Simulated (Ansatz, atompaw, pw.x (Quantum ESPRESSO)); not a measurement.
# From atom to crystal: PAW (atompaw) potential for Se

Se (Z = 34), PAW, made with atompaw 4.2.0.5 (PBEsol, scalar-relativistic). Core [Ar] 3d10, reference 4s2 4p4. Waves: 4s (bound): rc 1.85 bohr; 4s channel at 0.85 Ry: rc 1.85 bohr; 4p (bound): rc 1.85 bohr; 4p channel at 1.9 Ry: rc 1.65 bohr; 4d channel at 0.05 Ry: rc 1.85 bohr. Local part: bessel scheme, radius 1.35 bohr. Core correction: smooth core density matched at 1.68 bohr. Augmentation charge: sinc compensation charge, radius 1.55 bohr; PAW radius 1.85 bohr; waves and projectors: custom polynom2 7 10 vanderbiltortho.

Crystal test: bcc Se in pw.x 7.5, no spin, 14³ k-points, Fermi–Dirac smearing 0.01 Ry, cutoffs 40/400 Ry. The reference is all-electron LAPW (Ansatz 0.2.0) with the same functional, mesh and smearing; V0 and B0 come from Birch–Murnaghan fits to the pressures at five volumes. Errors are pseudo minus all-electron; Δ is the rms difference of the E(V) curves that follow from these fits, minima aligned, over ±6 % about the mean V0. Mesh and smearing are coarse, so the numbers serve the comparison and aren't converged zero-temperature values; the lattice is a test structure that the element need not adopt.

```csv
V (Å³/atom),P all-electron (GPa),P pseudo (GPa)
18.133,6.38,6.27
18.610,3.60,3.49
19.087,1.16,1.06
19.564,-0.96,-1.06
20.041,-2.81,-2.91
```

All-electron: a0 = 3.382 Å (V0 = 19.34 Å³/atom), B0 = 85.6 GPa.

Pseudopotential: mean pressure error (GPa): -0.10; a0 (Å): 3.381; a0 error (%): -0.04; B0 error (%): +0.4; Δ (meV/atom): 0.4.

**Question.** At the middle volume, how do free energy and pressure move when the wave cutoff is lowered (ecutrho held at 400 Ry)?

**Answer.**

```tsv
cutoff (Ry)	shift of F (meV/atom)	shift of P (GPa)
18	+3.1	-0.12
24	+0.6	-0.00
32	+0.1	-0.01
```

The run at the middle volume (104 k-points, 11 iterations) took about 8.5 s on one core of a shared host (Intel(R) Xeon(R) 6975P-C, 192 threads, 378 GiB, load 38).
